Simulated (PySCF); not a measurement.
A PySCF script (with the pyscf-properties extension) for the NMR shieldings of `C/C=C(/C)CF`, C$_{5}$H$_{9}$F, on a PBE0-D3(BJ)/def2-SVP geometry:

```python
import basis_set_exchange as bse
import numpy as np
from pyscf import gto, dft
from pyscf.prop import nmr

atoms = """
C     2.077090    0.102080   -0.355827
C     0.674079    0.601080   -0.462835
C    -0.440540    0.090260    0.083914
C    -1.786341    0.719851   -0.113930
C    -0.456212   -1.155465    0.916605
F    -1.186344   -0.958293    2.069318
H     2.197164   -0.716584    0.366713
H     2.440761   -0.263066   -1.331608
H     2.756563    0.917085   -0.057619
H     0.547556    1.496593   -1.084631
H    -2.226902    0.995394    0.856797
H    -1.723623    1.619456   -0.741520
H    -2.489478    0.013355   -0.587918
H    -0.939013   -1.978782    0.356774
H     0.554993   -1.482417    1.201053
"""
names = dict.fromkeys(["C", "F", "H"], "pcSseg-1")
basis = {el: gto.basis.parse(bse.get_basis(n, elements=[el], fmt="nwchem")) for el, n in names.items()}
mol = gto.M(atom=atoms, basis=basis, charge=0, verbose=0)
mf = dft.RKS(mol, xc="PBE0")
mf.grids.level = 2
mf.grids.alignment = dft.numint.BLKSIZE   # the property module wants whole blocks of grid points
mf.conv_tol = 1e-9
mf.kernel()

calc = nmr.RKS(mf)   # GIAO
C = mf.mo_coeff
Co = C[:, mf.mo_occ > 0]
resp = mf.gen_response(singlet=True, hermi=2)
def vind(x):   # induced exchange potential for any number of trial vectors
    d = np.einsum("pi,xij,qj->xpq", C, 2 * x.reshape(-1, C.shape[1], Co.shape[1]), Co, optimize=True)
    return np.einsum("xpq,pi,qj->xij", resp(d - d.transpose(0, 2, 1)), C, Co, optimize=True).ravel()
mo1, _ = nmr.rhf.solve_mo1(calc, with_cphf=vind)
sigma = calc.kernel(mo1)
for i, s in enumerate(sigma):   # ppm
    print("%2d %-2s %9.2f" % (i, mol.atom_pure_symbol(i), np.trace(s) / 3))
```

Q: What does it print?

A: 
```
 0 C     168.54
 1 C      53.93
 2 C      43.13
 3 C     161.34
 4 C     103.84
 5 F     423.16
 6 H      29.35
 7 H      29.68
 8 H      29.59
 9 H      25.77
10 H      28.89
11 H      29.71
12 H      29.53
13 H      26.70
14 H      25.92
```

These numbers come from an equivalent density-fitted implementation of the same equations, which agrees with the script to about 0.01 ppm for H and up to a few tenths of a ppm for heavy atoms, so last digits may differ.

Q: Turn these shieldings into chemical shifts. Referencing at the same level of theory: TMS for 13C (σ = 184.41 ppm), 1H (σ = 31.27 ppm); CFCl3 for 19F (σ = 177.25 ppm).

A: Averaging equivalent atoms: C 2: 141.3; C 1: 130.5; C 4: 80.6; C 3: 23.1; C 0: 15.9; F 5: -245.9; H 9: 5.50; H 13/14: 4.96; H 10/11/12: 1.89; H 6/7/8: 1.73 ppm. Unscaled 19F shifts against computed CFCl3 carry errors that often reach 10 to 50 ppm.

Size and cost of the density-fitted run: 147 basis functions, 15 s wall time on 1 thread of an Arm Neoverse V2, shared host; peak memory 0.76 GiB.
